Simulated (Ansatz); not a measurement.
Mulliken charges of `COCS` from r2SCAN/def2-TZVPP in Ansatz (PBE0-D4/def2-TZVP geometry).

| atom | x (Å) | y (Å) | z (Å) | charge (e) |
| --- | --- | --- | --- | --- |
| C1 | -1.057 | 0.917 | 0.464 | 0.010 |
| O2 | -0.174 | 0.460 | -0.529 | -0.300 |
| C3 | 0.740 | -0.465 | -0.018 | 0.078 |
| S4 | 1.885 | -1.015 | -1.282 | -0.155 |
| H5 | -1.740 | 1.621 | -0.011 | 0.069 |
| H6 | -0.523 | 1.430 | 1.275 | 0.045 |
| H7 | -1.639 | 0.092 | 0.898 | 0.043 |
| H8 | 0.221 | -1.328 | 0.419 | 0.060 |
| H9 | 1.368 | -0.015 | 0.765 | 0.061 |
| H10 | 1.001 | -1.749 | -1.977 | 0.088 |

Problem. By hand: the dipole of these point charges (1 e Å = 4.8032 D).

Solution. Σ q r = (-0.222, -0.062, 0.354) e Å, of length 0.422 e Å = 2.03 D.

Problem. How does the dipole of the full density compare? (Best estimate.)

Solution. Ansatz gave: (-0.297, -0.053, 0.325) e Å, 2.13 D; the point charges give 0.95 times that, at 10° from its direction.

Point charges leave out the atoms' own dipoles, such as those of lone pairs, and Mulliken's split depends on the basis, so the close match here is no proof of good charges.
